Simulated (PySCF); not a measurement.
# methyl ethyl formamide: 4 charge schemes on one density

Compound: methyl ethyl formamide, C₄H₉NO.
Structure used (PBE0-D3(BJ)/def2-SVP), in Å, numbered top down from 1:
```xyz
15
C4H9NO angstrom
C     -1.7121   -0.4560    0.4792
C     -0.8270    0.5337   -0.2626
N      0.5896    0.2793   -0.0931
C      1.2101   -0.7496   -0.8802
C      1.2854    0.9887    0.8346
O      0.8238    1.8471    1.5517
H     -1.5253   -1.4939    0.1622
H     -2.7744   -0.2379    0.2920
H     -1.5361   -0.3894    1.5630
H     -1.0525    0.5244   -1.3428
H     -1.0088    1.5512    0.1118
H      1.1380   -0.5299   -1.9596
H      2.2751   -0.8215   -0.6166
H      0.7516   -1.7375   -0.7031
H      2.3627    0.6913    0.8637
```

Density: PBE0/pcSseg-1 (PySCF); schemes: Mulliken, IAO, Hirshfeld and ESP-fitted. One conformer (not necessarily the lowest) at the PBE0-D3(BJ)/def2-SVP geometry, without solvent, vibrations or thermal averaging.

**Question.** Give the atomic charges in each scheme.

**Answer.** In e; atoms taken as equivalent share a row and are averaged (×n: the atom named and its like, n in all):

```
       atom                   environment  Mulliken     IAO  Hirshfeld  ESP-fitted
         C1                 methyl carbon    -0.292  -0.417     -0.117      -0.250
         C2  sp3 carbon bound to nitrogen    -0.046  -0.153     -0.017      +0.219
         N3                amide nitrogen    -0.641  -0.180     -0.040      -0.143
         C4               N-methyl carbon    -0.059  -0.301     -0.057      -0.412
         C5         amide carbonyl carbon    +0.429  +0.297     +0.127      +0.347
         O6                  amide oxygen    -0.442  -0.488     -0.289      -0.499
   H7/H8/H9               methyl hydrogen    +0.121  +0.141     +0.042      +0.070
    H10/H11            methylene hydrogen    +0.130  +0.149     +0.042      +0.015
H12/H13/H14               methyl hydrogen    +0.119  +0.143     +0.047      +0.149
        H15               formyl hydrogen    +0.071  +0.091     +0.041      +0.053
```

Mean size of the charges over all atoms: IAO 0.205 e, Mulliken 0.197 e, ESP-fitted 0.174 e, Hirshfeld 0.069 e. Each set sums to the total charge, 0, to within 0.001 e. The IAO scheme projects the occupied orbitals on a minimal set of polarised atomic orbitals and counts the electrons in each atom's part of it.

Some averages cover members that differ in this geometry: H10/H11, IAO +0.132 to +0.167; H7/H8/H9, ESP-fitted +0.058 to +0.089; H10/H11, Mulliken +0.116 to +0.143 e.

Lowest charge. The schemes don't all agree: Mulliken N3 (-0.641); IAO O6 (-0.488); Hirshfeld O6 (-0.289); ESP-fitted O6 (-0.499).

Highest charge. All schemes agree: Mulliken C5 (+0.429); IAO C5 (+0.297); Hirshfeld C5 (+0.127); ESP-fitted C5 (+0.347).

**Question.** How many electrons does the Mulliken scheme count on C2?

**Answer.** Z − q = 6 − (-0.046) = 6.046.

**Question.** Sum the charges by element, for elements with more than one atom.

**Answer.** 
```json
{"element": "C", "atoms": "4", "Mulliken": "+0.033", "IAO": "-0.575", "Hirshfeld": "-0.065", "ESP-fitted": "-0.096"}
{"element": "H", "atoms": "9", "Mulliken": "+1.049", "IAO": "+1.243", "Hirshfeld": "+0.394", "ESP-fitted": "+0.739"}
```

**Question.** How closely do the schemes follow one another over all atoms?

**Answer.** Correlation coefficient and root-mean-square difference: IAO with Hirshfeld 0.93, 0.150 e; Hirshfeld with ESP-fitted 0.86, 0.150 e; IAO with ESP-fitted 0.85, 0.125 e; Mulliken with IAO 0.83, 0.147 e; Mulliken with Hirshfeld 0.79, 0.193 e; Mulliken with ESP-fitted 0.73, 0.181 e.
